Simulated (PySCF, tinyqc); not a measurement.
Worked calculation: RHF in the sto-3g basis, for HF, spin multiplicity 1. The lowest restricted solution is unstable here: a spin-polarised one lies 0.0150 hartree lower (PySCF). Computed by tinyqc, a small Python program that keeps every step (integrals from PySCF). Settings: charge = 0, multiplicity = 1, basis = sto-3g, energy threshold = 1e-10, iteration cap = 58, orthogonalisation = canonical, start = core, DIIS depth = 3, shift = 0.2, method = RHF. Command: `OMP_NUM_THREADS=1 python tinyqc.py 20976 20977 out.jsonl` (the two numbers bound the seeds that draw the settings). One thread of a shared host (Intel(R) Xeon(R) Processor @ 2.60GHz), about 0.09 s of CPU time with the checks. Later iterations appear only in the table of the cycle.

## One-electron integrals

Geometry (angstrom):
```
atom        x        y        z
F     0.00000  0.00000  0.00000
H     0.00000  0.00000  1.33300
```

Basis sto-3g: exponents (1/bohr^2) and contraction coefficients of normalised primitives:
```
element  l (shell)   exponent  coefficient
F            s (1)  166.67913      0.15433
F            s (1)   30.36081      0.53533
F            s (1)    8.21682      0.44463
F            s (2)    6.46480     -0.09997
F            s (2)    1.50228      0.39951
F            s (2)    0.48859      0.70012
F            p (3)    6.46480      0.15592
F            p (3)    1.50228      0.60768
F            p (3)    0.48859      0.39196
H            s (1)    3.42525      0.15433
H            s (1)    0.62391      0.53533
H            s (1)    0.16886      0.44463
```

Overlap, kinetic and nuclear-attraction integrals over the contracted functions; the nuclear repulsion is the sum of Za Zb / Rab.

nuclear repulsion = 3.5728394 hartree

overlap S, lower triangle:
```
          1F 1s    1F 2s   1F 2px   1F 2py   1F 2pz    2H 1s
1F 1s   1.00000
1F 2s   0.23799  1.00000
1F 2px  0.00000  0.00000  1.00000
1F 2py  0.00000  0.00000  0.00000  1.00000
1F 2pz  0.00000  0.00000  0.00000  0.00000  1.00000
2H 1s   0.01852  0.22341  0.00000  0.00000  0.20104  1.00000
```

kinetic energy T (hartree), lower triangle:
```
           1F 1s    1F 2s   1F 2px   1F 2py   1F 2pz    2H 1s
1F 1s   36.98458
1F 2s   -0.21286  1.03800
1F 2px   0.00000  0.00000  3.24801
1F 2py   0.00000  0.00000  0.00000  3.24801
1F 2pz   0.00000  0.00000  0.00000  0.00000  3.24801
2H 1s   -0.00607  0.00024  0.00000  0.00000  0.05476  0.76003
```

nuclear attraction V (hartree), lower triangle:
```
            1F 1s      1F 2s     1F 2px     1F 2py     1F 2pz     2H 1s
1F 1s   -77.40656
1F 2s    -9.27129  -11.93809
1F 2px    0.00000    0.00000  -11.83132
1F 2py    0.00000    0.00000    0.00000  -11.83132
1F 2pz   -0.00713   -0.08897    0.00000    0.00000  -11.87429
2H 1s    -0.73842   -1.85564    0.00000    0.00000   -1.41617  -4.77033
```

core Hamiltonian H = T + V (hartree), lower triangle:
```
            1F 1s      1F 2s    1F 2px    1F 2py    1F 2pz     2H 1s
1F 1s   -40.42199
1F 2s    -9.48414  -10.90010
1F 2px    0.00000    0.00000  -8.58331
1F 2py    0.00000    0.00000   0.00000  -8.58331
1F 2pz   -0.00713   -0.08897   0.00000   0.00000  -8.62628
2H 1s    -0.74449   -1.85540   0.00000   0.00000  -1.36141  -4.01030
```

## Two-electron integrals

Functions are numbered as in S; the eight-fold symmetry (ij|kl) = (ji|kl) = (kl|ij) leaves the list below.

Two-electron integrals (ij|kl) in chemists' order, unique and non-zero (hartree):
```
(11|11) 5.40350   (21|11) 0.84192   (21|21) 0.15630   (22|11) 1.26803
(22|21) 0.29234   (22|22) 0.92617   (31|31) 0.02800   (32|31) 0.04317
(32|32) 0.20459   (33|11) 1.26450   (33|21) 0.29240   (33|22) 0.92596
(33|33) 0.99751   (41|41) 0.02800   (42|41) 0.04317   (42|42) 0.20459
(43|43) 0.05377   (44|11) 1.26450   (44|21) 0.29240   (44|22) 0.92596
(44|33) 0.88997   (44|44) 0.99751   (51|51) 0.02800   (52|51) 0.04317
(52|52) 0.20459   (53|53) 0.05377   (54|54) 0.05377   (55|11) 1.26450
(55|21) 0.29240   (55|22) 0.92596   (55|33) 0.88997   (55|44) 0.88997
(55|55) 0.99751   (61|11) 0.06626   (61|21) 0.01221   (61|22) 0.02273
(61|33) 0.02269   (61|44) 0.02269   (61|51) 0.00047   (61|52) 0.00089
(61|55) 0.02279   (61|61) 0.00096   (62|11) 0.18956   (62|21) 0.04438
(62|22) 0.15966   (62|33) 0.15727   (62|44) 0.15727   (62|51) 0.00297
(62|52) 0.02457   (62|55) 0.16429   (62|61) 0.00352   (62|62) 0.03569
(63|31) 0.00438   (63|32) 0.02698   (63|53) 0.00499   (63|63) 0.00501
(64|41) 0.00438   (64|42) 0.02698   (64|54) 0.00499   (64|64) 0.00501
(65|11) 0.13821   (65|21) 0.03275   (65|22) 0.12629   (65|33) 0.12116
(65|44) 0.12116   (65|51) 0.00626   (65|52) 0.04501   (65|55) 0.13640
(65|61) 0.00269   (65|62) 0.03480   (65|65) 0.03879   (66|11) 0.39365
(66|21) 0.09363   (66|22) 0.38946   (66|33) 0.37843   (66|44) 0.37843
(66|51) 0.00672   (66|52) 0.07984   (66|55) 0.41125   (66|61) 0.00744
(66|62) 0.11918   (66|65) 0.13634   (66|66) 0.77461
```

## Orthogonalisation

S = U s U^T; canonical form X = U s^(-1/2), so that X^T S X = 1. Each column of U has its largest component positive (the first on a tie).

eigenvalues of S: 0.64914  0.85782  1.00000  1.00000  1.12453  1.36851

X:
```
               1         2         3        4         5        6
1F 1s   -0.49821   0.63942   0.00000  0.00000  -0.51755  0.36959
1F 2s    0.78971  -0.34613   0.00000  0.00000  -0.30067  0.53434
1F 2px   0.00000   0.00000   0.98326  0.18219   0.00000  0.00000
1F 2py   0.00000   0.00000  -0.18219  0.98326   0.00000  0.00000
1F 2pz   0.40654   0.65168   0.00000  0.00000   0.61948  0.26605
2H 1s   -0.70949  -0.46086   0.00000  0.00000   0.38372  0.48767
```

Within a degenerate level the vectors are fixed only up to a rotation; this is one choice.

## Starting guess

The start is the orbitals of the core Hamiltonian; D = 2 C_occ C_occ^T.

D at the start, lower triangle:
```
           1F 1s     1F 2s   1F 2px   1F 2py    1F 2pz    2H 1s
1F 1s    2.12216
1F 2s   -0.51608   2.17963
1F 2px   0.00000   0.00000  2.00000
1F 2py   0.00000   0.00000  0.00000  2.00000
1F 2pz  -0.01093   0.05935  0.00000  0.00000   2.05711
2H 1s    0.03686  -0.15248  0.00000  0.00000  -0.17925  0.02558
```

## Iteration 1: building the Fock matrix

J_ij = sum D_kl (ij|kl), K_ij = sum D_kl (ik|jl); F = H + J - 0.5 K; E = tr D H + tr D J / 2 - 0.25 tr D K + E_nn.

Coulomb J (hartree), lower triangle:
```
           1F 1s    1F 2s   1F 2px   1F 2py   1F 2pz    2H 1s
1F 1s   20.92876
1F 2s    4.01170  9.93423
1F 2px   0.00000  0.00000  9.92562
1F 2py   0.00000  0.00000  0.00000  9.92562
1F 2pz   0.00157  0.00182  0.00000  0.00000  9.92501
2H 1s    0.31354  1.65432  0.00000  0.00000  1.28437  3.89183
```

exchange K (hartree), lower triangle:
```
           1F 1s    1F 2s   1F 2px   1F 2py   1F 2pz    2H 1s
1F 1s   11.10938
1F 2s    1.94690  3.23454
1F 2px   0.00000  0.00000  2.66439
1F 2py   0.00000  0.00000  0.00000  2.66439
1F 2pz   0.00063  0.00512  0.00000  0.00000  2.66669
2H 1s    0.16246  0.46964  0.00000  0.00000  0.27092  0.11525
```

Fock matrix F (hartree), lower triangle:
```
            1F 1s     1F 2s   1F 2px   1F 2py    1F 2pz     2H 1s
1F 1s   -25.04791
1F 2s    -6.44589  -2.58315
1F 2px    0.00000   0.00000  0.01012
1F 2py    0.00000   0.00000  0.00000  0.01012
1F 2pz   -0.00587  -0.08971  0.00000  0.00000  -0.03462
2H 1s    -0.51217  -0.43590  0.00000  0.00000  -0.21249  -0.17609
```

total energy of this density = -97.9024655 hartree

## Iteration 1: diagonalisation and new density

A level shift of 0.2 hartree raises the virtual space: F + shift (S - S D(s) S), with D(s) the density of one spin (D/2). Diagonalise F' = X^T F X, C = X C', fill 5 alpha and 5 beta electrons from the bottom; D = 2 C_occ C_occ^T. Each column has its largest component positive (the first on a tie).

F' = X^T F X (hartree), lower triangle:
```
          1         2        3        4         5         6
1  -2.58259
2   4.57472  -7.38793
3   0.00000   0.00000  0.01012
4   0.00000   0.00000  0.00000  0.01012
5  -4.47161   7.88130  0.00000  0.00000  -8.71460
6   3.56455  -6.78922  0.00000  0.00000   7.63236  -7.18570
```

orbital energies (hartree): MO1 -25.05844, MO2 -0.99249, MO3 -0.11526, MO4 0.01012, MO5 0.01012, MO6 0.29537

coefficients C:
```
             MO1       MO2       MO3      MO4       MO5       MO6
1F 1s    0.99460  -0.26077   0.05237  0.00000   0.00000   0.03935
1F 2s    0.02199   1.00435  -0.24317  0.00000   0.00000  -0.22589
1F 2px   0.00000   0.00000   0.00000  0.17853   0.98393   0.00000
1F 2py   0.00000   0.00000   0.00000  0.98393  -0.17853   0.00000
1F 2pz   0.00085   0.09091   0.77613  0.00000   0.00000  -0.65867
2H 1s   -0.00279   0.07238   0.49091  0.00000   0.00000   0.92445
```

D after iteration 1, lower triangle:
```
           1F 1s     1F 2s   1F 2px   1F 2py   1F 2pz    2H 1s
1F 1s    2.11995
1F 2s   -0.50556   2.13669
1F 2px   0.00000   0.00000  2.00000
1F 2py   0.00000   0.00000  0.00000  2.00000
1F 2pz   0.03557  -0.19481  0.00000  0.00000  1.22129
2H 1s    0.00813  -0.09349  0.00000  0.00000  0.77518  0.49248
```

Within a degenerate level the vectors are fixed only up to a rotation; this is one choice.

## Iteration 2: building the Fock matrix

As before.

Coulomb J (hartree), lower triangle:
```
           1F 1s    1F 2s   1F 2px   1F 2py   1F 2pz    2H 1s
1F 1s   20.28940
1F 2s    3.86695  9.56432
1F 2px   0.00000  0.00000  9.57059
1F 2py   0.00000  0.00000  0.00000  9.57059
1F 2pz  -0.00236  0.02788  0.00000  0.00000  9.52532
2H 1s    0.30218  1.62454  0.00000  0.00000  1.28468  4.12807
```

exchange K (hartree), lower triangle:
```
           1F 1s     1F 2s   1F 2px   1F 2py   1F 2pz    2H 1s
1F 1s   11.08404
1F 2s    1.91489   3.10944
1F 2px   0.00000   0.00000  2.62632
1F 2py   0.00000   0.00000  0.00000  2.62632
1F 2pz   0.00243  -0.04274  0.00000  0.00000  2.10844
2H 1s    0.16151   0.57642  0.00000  0.00000  0.60373  0.69948
```

Fock matrix F (hartree), lower triangle:
```
            1F 1s     1F 2s    1F 2px    1F 2py    1F 2pz     2H 1s
1F 1s   -25.67461
1F 2s    -6.57464  -2.89050
1F 2px    0.00000   0.00000  -0.32588
1F 2py    0.00000   0.00000   0.00000  -0.32588
1F 2pz   -0.01071  -0.03972   0.00000   0.00000  -0.15518
2H 1s    -0.52306  -0.51907   0.00000   0.00000  -0.37859  -0.23196
```

total energy of this density = -98.4405540 hartree

## Iteration 2: DIIS over 2 matrices

error matrix X^T (FDS - SDF) X:
```
          1         2        3        4         5        6
1   0.00000  -0.01864  0.00000  0.00000   0.11199  0.15614
2   0.01864   0.00000  0.00000  0.00000   0.09937  0.13239
3   0.00000   0.00000  0.00000  0.00000   0.00000  0.00000
4   0.00000   0.00000  0.00000  0.00000   0.00000  0.00000
5  -0.11199  -0.09937  0.00000  0.00000   0.00000  0.03705
6  -0.15614  -0.13239  0.00000  0.00000  -0.03705  0.00000
```

B (overlaps of the stored error matrices):
```
               1              2
1  5.1036282e-01  2.4347963e-01
2  2.4347963e-01  1.3208794e-01
```

Minimise |sum c_i e_i|^2 with sum c_i = 1: solve [B -1; -1 0][c; lambda] = [0; -1] with B_ij = tr e_i^T e_j, and take F = sum c_i F_i.

DIIS coefficients: -0.71638  1.71638

extrapolated F (hartree), lower triangle:
```
            1F 1s     1F 2s    1F 2px    1F 2py    1F 2pz     2H 1s
1F 1s   -26.12356
1F 2s    -6.66687  -3.11069
1F 2px    0.00000   0.00000  -0.56658
1F 2py    0.00000   0.00000   0.00000  -0.56658
1F 2pz   -0.01417  -0.00391   0.00000   0.00000  -0.24154
2H 1s    -0.53086  -0.57866   0.00000   0.00000  -0.49758  -0.27199
```

## Iteration 2: diagonalisation and new density

As before.

F' = X^T F X (hartree), lower triangle:
```
          1         2         3         4         5         6
1  -2.68557
2   5.10740  -7.76238
3   0.00000   0.00000  -0.56658
4   0.00000   0.00000   0.00000  -0.56658
5  -4.50227   8.11835   0.00000   0.00000  -9.36782
6   3.61891  -6.97280   0.00000   0.00000   7.81180  -7.78687
```

orbital energies (hartree): MO1 -26.13241, MO2 -1.50417, MO3 -0.57483, MO4 -0.56658, MO5 -0.56658, MO6 0.60878

coefficients C:
```
             MO1       MO2       MO3      MO4       MO5       MO6
1F 1s    0.99513  -0.25921   0.04288  0.00000   0.00000   0.04708
1F 2s    0.01990   1.00437  -0.21625  0.00000   0.00000  -0.25188
1F 2px   0.00000   0.00000   0.00000  0.04519   0.99898   0.00000
1F 2py   0.00000   0.00000   0.00000  0.99898  -0.04519   0.00000
1F 2pz   0.00099   0.01749   0.70514  0.00000   0.00000  -0.73957
2H 1s   -0.00242   0.08903   0.58947  0.00000   0.00000   0.86338
```

D after iteration 2, lower triangle:
```
           1F 1s     1F 2s   1F 2px   1F 2py   1F 2pz    2H 1s
1F 1s    2.11862
1F 2s   -0.49961   2.11186
1F 2px   0.00000   0.00000  2.00000
1F 2py   0.00000   0.00000  0.00000  2.00000
1F 2pz   0.05339  -0.26980  0.00000  0.00000  0.99506
2H 1s   -0.00043  -0.07620  0.00000  0.00000  0.83443  0.71083
```

Within a degenerate level the vectors are fixed only up to a rotation; this is one choice.

## Iteration 10 (converged): orbitals

converged F (hartree), lower triangle:
```
            1F 1s     1F 2s    1F 2px    1F 2py    1F 2pz     2H 1s
1F 1s   -25.92165
1F 2s    -6.62608  -3.01401
1F 2px    0.00000   0.00000  -0.46448
1F 2py    0.00000   0.00000   0.00000  -0.46448
1F 2pz   -0.01330  -0.01360   0.00000   0.00000  -0.19391
2H 1s    -0.52690  -0.54084   0.00000   0.00000  -0.38996  -0.24299
```

Diagonalise F' = X^T F X, C = X C', fill 5 alpha and 5 beta electrons from the bottom; D = 2 C_occ C_occ^T. Each column has its largest component positive (the first on a tie).

F' = X^T F X (hartree), lower triangle:
```
          1         2         3         4         5         6
1  -2.79907
2   4.89349  -7.79294
3   0.00000   0.00000  -0.46448
4   0.00000   0.00000   0.00000  -0.46448
5  -4.49486   8.07668   0.00000   0.00000  -9.22584
6   3.64758  -6.89885   0.00000   0.00000   7.79832  -7.66957
```

orbital energies (hartree): MO1 -25.93083, MO2 -1.40797, MO3 -0.46448, MO4 -0.46448, MO5 -0.45667, MO6 0.30806

coefficients C:
```
             MO1       MO2      MO3       MO4       MO5       MO6
1F 1s    0.99502  -0.25984  0.00000   0.00000   0.04313   0.04560
1F 2s    0.02033   1.00569  0.00000   0.00000  -0.21862  -0.24445
1F 2px   0.00000   0.00000  0.15128   0.98849   0.00000   0.00000
1F 2py   0.00000   0.00000  0.98849  -0.15128   0.00000   0.00000
1F 2pz   0.00100   0.01591  0.00000   0.00000   0.68558  -0.75777
2H 1s   -0.00253   0.08509  0.00000   0.00000   0.61227   0.84778
```

D after iteration 10, lower triangle:
```
           1F 1s     1F 2s   1F 2px   1F 2py   1F 2pz    2H 1s
1F 1s    2.11889
1F 2s   -0.50104   2.11923
1F 2px   0.00000   0.00000  2.00000
1F 2py   0.00000   0.00000  0.00000  2.00000
1F 2pz   0.05286  -0.26771  0.00000  0.00000  0.94055
2H 1s    0.00355  -0.09666  0.00000  0.00000  0.84222  0.76423
```

Within a degenerate level the vectors are fixed only up to a rotation; this is one choice.

## Convergence

Stop when the energy changes by less than 1e-10 hartree and every element of the error matrix X^T (F D S - S D F) X is below 3e-06.

Course of the cycle:
```
iteration  E (hartree)     change  largest element of the error matrix
1          -97.9024655          -                             3.44e-01
2          -98.4405540  -5.38e-01                             1.56e-01
3          -98.4754934  -3.49e-02                             2.95e-02
4          -98.4766091  -1.12e-03                             7.03e-03
5          -98.4766619  -5.27e-05                             1.23e-03
6          -98.4766638  -1.92e-06                             2.25e-04
7          -98.4766638  -7.14e-08                             4.44e-05
8          -98.4766638  -2.76e-09                             8.81e-06
9          -98.4766638  -1.18e-10                             1.79e-06
10         -98.4766638  -4.99e-12                             3.73e-07
```

PySCF RHF in the same basis = -98.4766638 hartree

Converged in 10 iterations.

## Populations, bond orders and dipole

Mulliken: Z minus the diagonal of D S on the atom; Loewdin: the same with S^(1/2) D S^(1/2); Mayer order: 2 sum_s sum (D(s) S)_ij (D(s) S)_ji over the two atoms.

Charges (e):
```
atom  Mulliken   Loewdin
1F    -0.08798  -0.07527
2H     0.08798   0.07527
```

Mayer bond orders:
```
pair    order
2-1   0.99226
```

dipole moment about the origin, x y z (debye): 0.00000  0.00000  0.97062
